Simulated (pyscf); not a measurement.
hydrogen fluoride (HF) + H₂B–F -> F–BH–F + hydrogen (H₂), a four-centre exchange (singlet surface; F–H, B–H broken, B–F, H–H formed). PySCF, gas phase, ωB97X-D3(BJ)/def2-SVP geometries. Energies in kcal/mol from the separated reactants.

Small-basis levels: PySCF, no dispersion term, spherical d functions. 

Question: Quick BP86/6-31G* single points give ΔE‡ = 1.0 kcal/mol and ΔE = -46.9 kcal/mol. What does ωB97M-D3(BJ)/def2-TZVP give, and how far is the quick result from it?

Answer: ωB97M-D3(BJ)/def2-TZVP gives ΔE‡ = 13.7 kcal/mol and ΔE = -35.9 kcal/mol. BP86/6-31G* lies 12.7 kcal/mol under it in the barrier and 10.9 kcal/mol under it in the reaction energy, so on this step it does not hold to within 3.0 kcal/mol. ωB97M-D3(BJ)/def2-TZVP has limits of its own. One saddle was located; it need not be the lowest between these sides.
